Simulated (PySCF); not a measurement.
A structure optimised at PBE-D3(BJ)/def2-SVP, used in a PySCF frequency run:

```
C
C 1 1.3490
H 2 1.1017 1 121.40
H 2 1.1017 3 117.20 1 180.00
C 1 1.5072 2 122.16 3 180.00
H 5 1.1070 1 112.18 2 0.00
H 5 1.1120 6 108.22 1 -122.74
H 5 1.1120 6 108.22 7 -114.53
C 1 1.5072 2 122.16 3 0.00
H 9 1.1070 1 112.18 2 0.00
H 9 1.1120 10 108.22 1 122.74
H 9 1.1120 10 108.22 11 114.53
```
Charge 0, spin multiplicity 1.

Task: Write its SMILES, formula and point group.

Result: C=C(C)C, C4H8, C2v

Task: What are its rotational constants (standard atomic weights)?

Result: 8.9961, 8.3245, 4.5727 GHz
